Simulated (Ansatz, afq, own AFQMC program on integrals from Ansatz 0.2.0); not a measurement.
AFQMC on a folder of integrals that Ansatz 0.2.0 wrote.

```yaml
crystal:
  periodic: [false, false, false]
  atoms:
    - {symbol: Cl, position_ang: [-1.920270, 0.251057, 0.000000]}
    - {symbol: H, position_ang: [-0.454270, 0.251057, 0.000000]}
    - {symbol: N, position_ang: [1.052730, 0.251057, 0.000000]}
    - {symbol: H, position_ang: [1.321811, -0.753170, 0.000000]}
basis:
  gaussian: {orbitals: cc-pVTZ}
magnetization: {spin_polarized: true, initial_magnetization: 2}
correlation: {method: ccsd_t, electrons: outside_noble_gas, hamiltonian_folder: ham}
```

```sh
$ ansatz run in.yaml --threads 1 --pin off --events-out ev --progress --plain --max-ram 16896MiB --backend cuda --devices 0, --max-vram 18GiB
```

afq runs on the folder ham with

```
--method phaseless --trial cisd --walkers 1500 --populations 20 --least-time 60 --time-step 0.005 --steps-per-block 50 --equilibration-blocks 28 --max-blocks 4000 --target-error 0.00022 --factor-cut 1e-05 --start spin_pure --seed 5067 --release-times 0.24,0.51,0.99,1.62,2.4 --release-step 0.03 --release-every 3 --taylor-order 6
```

Times are imaginary, in 1/Eh. The walk had a cap of 244 s. With eight or more populations the least sampling time is a fifth of least-time, and the error comes from their spread.

Log:

```
orbitals 86  electrons 8 6  factors 528 of 536
reference energy -515.06266126 Eh
CCSD correlation -0.38899705 Eh in 15 cycles, weight of the determinant in the CISD state 0.8678
energy of the start -515.450274 Eh
 block  time / (1/Eh)  mean weight  energy / Eh
     1     0.250  0.9998  -515.445753
     2     0.500  0.9999  -515.452071
     3     0.750  0.9999  -515.456325
     4     1.000  1.0002  -515.459120
     5     1.250  1.0002  -515.461197
     9     2.250  0.9991  -515.466213
    15     3.750  0.9998  -515.465176
    23     5.750  0.9997  -515.467787
    31     7.750  1.0000  -515.469095
    39     9.750  1.0002  -515.465626
    47    11.750  1.0003  -515.467190
    55    13.750  1.0002  -515.467881
    63    15.750  0.9997  -515.465804
    71    17.750  1.0002  -515.469448
    79    19.750  0.9998  -515.467931
    87    21.750  1.0001  -515.466003
    95    23.750  0.9996  -515.466398
   103    25.750  0.9998  -515.466586
   107    26.750  1.0001  -515.464430
error from the spread of 20 populations
released: time / (1/Eh)  energy / Eh  error  mean overlap
  0.24  -515.466996  0.000180  0.9972
  0.51  -515.467152  0.000220  0.9923
  0.99  -515.467055  0.000316  0.9888
  1.62  -515.467866  0.000243  0.9709
  2.40  -515.467486  0.000446  0.9681
energy -515.466620 +/- 0.000217 Eh
(rows thinned)
```

The run passed its tests (sampling time, drift between the halves within three errors, error under three times the target), which doesn't prove that it has relaxed.

Against this walk (error 5.9 meV) on the same determinant: CCSD(T) 34.3 meV higher. The error is statistical and leaves out the bias of the constraint. None of these is a sure reference here. The released energies move by 1.5 errors or more from one time to the next (meV from the phaseless value at times in 1/Eh: -10 ± 5 at 0.24, -14 ± 6 at 0.51, -12 ± 9 at 0.99, -34 ± 7 at 1.62, -24 ± 12 at 2.40), so they give no level; they do show a bias of the constraint, and the last of them that isn't too noisy lies 68 meV below CCSD(T).

Cautions: constraint bias not in the error; lower spins were not checked.

The walk took 2.8 min on 1 × NVIDIA H100 80GB HBM3 with 2 threads of AMD EPYC 7R13 Processor (Zen 3) (shared host) (the card was shared). The log's last line is the phaseless energy.

A walk keeps the symmetry of its determinant, which the program's search chose and which needn't be the lowest solution, so a lower state of the same spin and another symmetry isn't excluded.
